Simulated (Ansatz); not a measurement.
**BMe2F (C₂H₆BF): the relaxed shape and its frontier levels**

What does BMe2F (C₂H₆BF) look like as a singlet, and where do its frontier electrons sit?

The runs use Ansatz 0.2.0, Gaussian basis; RKS PBE0-D4/def2-TZVP.

Levels to be run: relaxation at r2SCAN-D4/def2-SVP; a search for the lowest solution at PBE0-D4/def2-SVP; a single point at PBE0-D4/def2-TZVP.

## Step 1: Where the work starts

10 atoms, charge 0, spin multiplicity 1.

Atoms are counted from 1 here; the program's logs count them from 0.

Bond lengths: B1–C2 1.579 Å, B1–C6 1.579 Å, B1–F10 1.327 Å, C2–H3 1.090 Å, C2–H4 1.086 Å, C2–H5 1.087 Å, C6–H7 1.090 Å, C6–H8 1.085 Å, C6–H9 1.088 Å. Angles: C2–B1–C6 124.5°, C2–B1–F10 117.8°, C6–B1–F10 117.7°, B1–C2–H3 109.4°, B1–C2–H4 113.0°, B1–C2–H5 112.1°, H3–C2–H4 106.7°, H3–C2–H5 106.6°, H4–C2–H5 108.7°, B1–C6–H7 109.2°, B1–C6–H8 113.1°, B1–C6–H9 112.0°, H7–C6–H8 107.0°, H7–C6–H9 106.5°, H8–C6–H9 108.7°.

The start is a GFN2-xTB geometry.

## Step 2: Optimising with r2SCAN-D4/def2-SVP

The input, in.yaml:

```yaml
crystal:
  periodic: [false, false, false]
  atoms:
    - {symbol: B, position_ang: [-0.284820, -0.485820, -0.012070]}
    - {symbol: C, position_ang: [1.292300, -0.559340, 0.011000]}
    - {symbol: H, position_ang: [1.636860, -0.611490, 1.043960]}
    - {symbol: H, position_ang: [1.764490, 0.312150, -0.432650]}
    - {symbol: H, position_ang: [1.667510, -1.450080, -0.485890]}
    - {symbol: C, position_ang: [-1.117080, 0.855700, -0.003640]}
    - {symbol: H, position_ang: [-1.361460, 1.132400, -1.029200]}
    - {symbol: H, position_ang: [-0.575690, 1.690720, 0.429560]}
    - {symbol: H, position_ang: [-2.063740, 0.744960, 0.520600]}
    - {symbol: F, position_ang: [-0.958370, -1.629190, -0.041680]}
basis:
  gaussian: {orbitals: def2-SVP}
hamiltonian: {xc: r2scan, dispersion: d4}
scf: {omitted_lower_state_checks: [starts]}
output: {orbitals: {seedname: orbitals}}
relax: {f_tol: 0.02, max_steps: 100}
```

Started as:

```console
ansatz run in.yaml --threads 4 --pin off --events-out ev --progress --plain --max-ram 3916MiB
```

Further steps of the session: Searching for the lowest solution, PBE0-D4/def2-SVP; Single point, PBE0-D4/def2-TZVP.

Before running them: what should the planned runs give, taken together? Wanted: point group; commonest bond, hydrogen aside; HOMO, LUMO at PBE0-D4/def2-TZVP; dipole at r2SCAN-D4/def2-SVP.

As calculated:

```
                       quantity                          value
                    point group                             C2
 commonest bond, hydrogen aside  B–C, 2 of mean length 1.567 Å
HOMO, LUMO at PBE0-D4/def2-TZVP                 -8.70, 0.09 eV
   dipole at r2SCAN-D4/def2-SVP                         1.32 D
```

**Reading.** The molecule keeps its bonding pattern by the stored test; the atoms moved 0.03 Å (rms). No usable vibrations, so a minimum isn't proven. The point group is read from a loosely relaxed geometry; soft torsions can leave it below the true symmetry.
